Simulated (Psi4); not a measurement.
**SiH2 (SMILES [SiH2]) at CCSD(T)/aug-cc-pVTZ**

What is the vertical electron affinity of SiH2 at CCSD(T)/aug-cc-pVTZ? 

The results are computed with Psi4 1.11.

1 further run of the same task is left out (set aside as unsound or not needed).

**1. The molecule**

SiH2: 3 atoms, total charge 0, spin state singlet. As SMILES, `[SiH2]`. The coordinates come from a PBE0-D4/def2-TZVP relaxation.

Bond lengths: Si1–H2 1.525 Å, Si1–H3 1.525 Å. Angles: H2–Si1–H3 91.2°.

**2. A single-point energy at CCSD(T)/aug-cc-pVTZ**

Contents of h2si.xyz:

```xyz
3
H2Si
Si    -0.491200     0.468600    -0.213600
H      0.840300     0.578600     0.522500
H     -0.349100    -1.047200    -0.308900
```

Contents of calc.py:

```python
import psi4

psi4.set_memory(2200000000)
psi4.set_num_threads(1)
psi4.set_output_file('run.log', False)

with open('h2si.xyz') as f:
    atoms = ''.join(f.readlines()[2:])
m = psi4.geometry('0 1\n' + atoms + 'symmetry c1')

psi4.set_options({
    'puream': True,
    'e_convergence': 1e-09,
    'd_convergence': 1e-08,
    'scf_type': 'pk',
    'num_frozen_docc': 5,
})

e, wfn = psi4.energy('ccsd(t)/aug-cc-pVTZ', molecule=m, return_wfn=True)
print(f'total energy {e:.8f} hartree = {e * 27.211386:.5f} eV')
```

The run is started by

```console
$ python calc.py
```

run.log:

```text
[...]
  Running in c1 symmetry.
[...]
  Nuclear repulsion =    9.956246036569164
[...]
  Multiplicity = 1
[...]
  Nalpha       = 8
  Nbeta        = 8
[...]
    Number of basis functions: 96
[...]
   @RHF iter   1:  -290.02021880451753   -5.78682e-01   1.27577e-03 DIIS/ADIIS
[...]
   @RHF iter   9:  -290.03046252141309   -2.84217e-12   1.99688e-09 DIIS
[...]
    Orbital Energies [Eh]
    ---------------------
    Doubly Occupied:
       1A    -68.803079     2A     -6.148076     3A     -4.250888
       4A     -4.249433     5A     -4.248811     6A     -0.673926
       7A     -0.456025     8A     -0.339776
[...]
  @RHF Final Energy:  -290.03046252141309
   => Energetics <=
    Nuclear Repulsion Energy =              9.9562460365691638
    One-Electron Energy =                -421.6333878962998938
    Two-Electron Energy =                 121.6466793383176679
    Total Energy =                       -290.0304625214130851
[...]
 Multipole Moments:
 ------------------------------------------------------------------------------------
     Multipole            Electronic (a.u.)      Nuclear  (a.u.)        Total (a.u.)
 ------------------------------------------------------------------------------------
 L = 1.  Multiply by 2.5417464519 to convert [e a0] to [Debye]
 Dipole X            :         -1.3261316            1.3986185            0.0724868
 Dipole Y            :          1.1704776           -1.2344223           -0.0639446
 Dipole Z            :          0.0000000            0.0000000            0.0000000
 Magnitude           :                                                    0.0966605
[...]
      * MP2 total energy                      = -290.141897689537927
[...]
      * CCSD total energy                     = -290.168903621933850
[...]
      * CCSD(T) total energy                  = -290.172830972471445
```

Standard output:

```text
total energy -290.17283097 hartree = -7896.00491 eV
```

Wall time 13 s (1 thread of Intel Xeon 6975P-C (Granite Rapids), shared host); peak memory 1.1 GiB.

**3. The doublet anion at the same level**

Contents of job.py:

```python
import psi4

psi4.set_memory('2200 MB')
psi4.set_num_threads(1)
psi4.core.set_output_file('psi4.out', False)

molecule = psi4.geometry("""
-1 2
Si    -0.92823347     0.88552566    -0.40364550
H      1.58793686     1.09339554     0.98738190
H     -0.65970339    -1.97892120    -0.58373640
units au
symmetry c1
""")

options = {'basis': 'aug-cc-pVTZ', 'reference': 'uhf', 'puream': True, 'e_convergence': 1e-09, 'd_convergence': 1e-08, 'scf_type': 'pk', 'num_frozen_docc': 5, 'maxiter': 100}
psi4.set_options(options)

energy_value = psi4.energy("ccsd(t)")
print(f'ccsd(t) energy: {energy_value:.10f} Eh')
```

The run is started by

```console
$ python job.py
```

psi4.out:

```text
[...]
  Running in c1 symmetry.
[...]
  Nuclear repulsion =    9.956246047361175
[...]
  Multiplicity = 2
[...]
  Nalpha       = 9
  Nbeta        = 8
[...]
    Number of basis functions: 96
[...]
   @UHF iter   1:  -290.00556169820146   -5.64025e-01   2.30658e-03 DIIS/ADIIS
[...]
   @UHF iter  13:  -290.05205610735095   -4.26326e-12   2.82084e-09 DIIS
[...]
   @S^2 Observed:                7.754253490E-01
[...]
    Orbital Energies [Eh]
    ---------------------
    Alpha Occupied:
       1A    -68.536510     2A     -5.882907     3A     -3.993485
       4A     -3.985466     5A     -3.984293     6A     -0.455239
       7A     -0.225367     8A     -0.113547     9A     -0.046734
    Alpha Virtual:
      10A      0.147829    11A      0.175629    12A      0.183681
      13A      0.185771    14A      0.206551    15A      0.285667
      16A      0.301028    17A      0.306961    18A      0.307767
      19A      0.308591    20A      0.330560    21A      0.413064
      22A      0.427897    23A      0.445092    24A      0.453533
      25A      0.487858    26A      0.496512    27A      0.501616
[...]
  @UHF Final Energy:  -290.05205610735095
   => Energetics <=
    Nuclear Repulsion Energy =              9.9562460473611747
    One-Electron Energy =                -425.7076304396408091
    Two-Electron Energy =                 125.6993282849287255
    Total Energy =                       -290.0520561073509498
  UHF NO Occupations:
  HONO-2 :    7  A 1.9995860
  HONO-1 :    8  A 1.9880163
[...]
 Multipole Moments:
 ------------------------------------------------------------------------------------
     Multipole            Electronic (a.u.)      Nuclear  (a.u.)        Total (a.u.)
 ------------------------------------------------------------------------------------
 L = 1.  Multiply by 2.5417464519 to convert [e a0] to [Debye]
 Dipole X            :         -1.2943248            1.3986185            0.1042936
 Dipole Y            :          1.1424154           -1.2344223           -0.0920069
 Dipole Z            :         -0.0000000            0.0000000           -0.0000000
 Magnitude           :                                                    0.1390771
[...]
      * MP2 total energy                      = -290.179368634487730
[...]
      * CCSD total energy                     = -290.204860600054928
[...]
      * CCSD(T) total energy                     = -290.210822595566640
```

On the terminal:

```text
ccsd(t) energy: -290.2108225956 Eh
```

Wall time 33 s (1 thread of Intel Xeon 6975P-C (Granite Rapids), shared host); peak memory 1.1 GiB.

**4. Summary of results**

Level: CCSD(T)/aug-cc-pVTZ, 5 core orbitals frozen.

| quantity | value |
| --- | --- |
| singlet SiH2: total energy | -290.17283 Eh |
| singlet SiH2: HOMO energy (Hartree–Fock orbitals) | -9.25 eV |
| singlet SiH2: LUMO energy (Hartree–Fock orbitals) | -0.08 eV |
| singlet SiH2: HOMO–LUMO gap (Hartree–Fock orbitals) | 9.16 eV |
| singlet SiH2: correlation energy (5 core orbitals frozen) | -142.4 mEh |
| singlet SiH2: (T) correction | -3.93 mEh |
| singlet SiH2: T1 diagnostic | 0.014 |
| doublet anion: total energy | -290.21082 Eh |
| doublet anion: HOMO energy (Hartree–Fock orbitals) (highest over α and β) | -1.27 eV |
| doublet anion: LUMO energy (Hartree–Fock orbitals) (lowest over α and β) | 4.02 eV |
| doublet anion: correlation energy (5 core orbitals frozen) | -158.8 mEh |
| doublet anion: (T) correction | -5.96 mEh |
| doublet anion: ⟨S²⟩ of the reference determinant | 0.775 |
| doublet anion: T1 diagnostic | 0.029 |
| vertical electron affinity (to the doublet anion) | 1.034 eV |

At fixed nuclei the extra electron is bound by 1.03 eV (24 kcal/mol). The triples (singlet SiH2) make up 2.8 % of the correlation energy. The triples (doublet anion) make up 3.8 % of the correlation energy.
